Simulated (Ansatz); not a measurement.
Ansatz (an electronic-structure program) input (PBE0/pcseg-0): A basis named .json is the Basis Set Exchange file of that set (core-valence sets with the plain set on hydrogen).

Ansatz 0.2 input:
```yaml
crystal:
  periodic: [false, false, false]
  atoms:
    - {symbol: C, position_ang: [0.00053452, 0.00126565, 0.33943617]}
    - {symbol: H, position_ang: [0.00225136, 0.00533085, 1.42969220]}
    - {symbol: F, position_ang: [0.00598628, 1.25541479, -0.13307438]}
    - {symbol: F, position_ang: [1.08434551, -0.63379114, -0.12772827]}
    - {symbol: F, position_ang: [-1.09093829, -0.62305973, -0.12434282]}
basis:
  gaussian:
    orbitals: pcseg-0.json
hamiltonian:
  xc: {name: PBE0}
output: {forces: true}
magnetization: {spin_polarized: false}
```

Output:

```
Functional definition: PBE0
integrals: 0.01 GiB planned
440 factors; integrals over basis functions are off by at most 3.9e-4 eV
mean field: 0.10 GiB planned
mean field evaluation 1: about -9166.5263 eV, gradient 3.3e1 eV
mean field evaluation 2: about -9165.4547 eV, gradient 4.3e1 eV
mean field evaluation 4: about -9168.1426 eV, gradient 7.8e-1 eV
mean field evaluation 8: about -9168.2729 eV, gradient 6.1e-3 eV
mean field -9168.27289501 eV, -336.9278144130 hartree, gradient 4.8e-5 eV, S^2 0.000000; 0 other end points of the search recorded, 0 dependent functions left out
the calculation of the forces begins
reference -9168.27290372 eV, -336.9278147331 hartree; 17, 17 occupied and 21, 21 virtual orbitals, 440 factors
Total energy: -9168.27290372 eV, -336.9278147331 hartree
Atom 0 at     0.000535     0.001266     0.339436 Å, force     0.002866     0.006745     1.820351 eV/Å
Atom 1 at     0.002251     0.005331     1.429692 Å, force     0.000091     0.000228     0.057971 eV/Å
Atom 2 at     0.005986     1.255415    -0.133074 Å, force     0.008061     1.833622    -0.632969 eV/Å
Atom 3 at     1.084346    -0.633791    -0.127728 Å, force     1.584405    -0.928140    -0.625151 eV/Å
Atom 4 at    -1.090938    -0.623060    -0.124343 Å, force    -1.595423    -0.912453    -0.620203 eV/Å
Dipole moment:     0.000614     0.001454     0.389926 e Å
```
